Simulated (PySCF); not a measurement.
# Boron: a sound run and one with changed settings

Sound run: B [He] 2s2 2p1, B⁺ [He] 2s2. Computed with PySCF 2.14 in aug-cc-pVDZ, with no relativity, point nucleus. The sound run starts from symmetry-adapted Hartree-Fock orbitals and uses a fine grid where one is needed.

Changed run: 6 angular points. This setting is unsound on purpose.

```
species  method  sound run (hartree)  changed run (hartree)  converged
      B     UHF            -24.53057              -24.53057        yes
      B    TPSS            -24.66584              -24.72979        yes
      B    PBE0            -24.61648              -24.63922        yes
     B⁺     UHF            -24.23501              -24.23501        yes
     B⁺    TPSS            -24.34329              -24.34329        yes
     B⁺    PBE0            -24.29814              -24.29814        yes
```

Ionisation energy of B:

| method | sound run (eV) | changed run (eV) |
| --- | --- | --- |
| UHF | 8.043 | 8.043 |
| TPSS | 8.777 | 10.517 |
| PBE0 | 8.663 | 9.281 |

A coarse angular grid integrates products of high-l functions wrongly, so density functionals can shift, and the SCF can exploit the error; Hartree-Fock and MP2 need no grid.

For comparison, NIST gives 8.298 eV between the lowest levels.
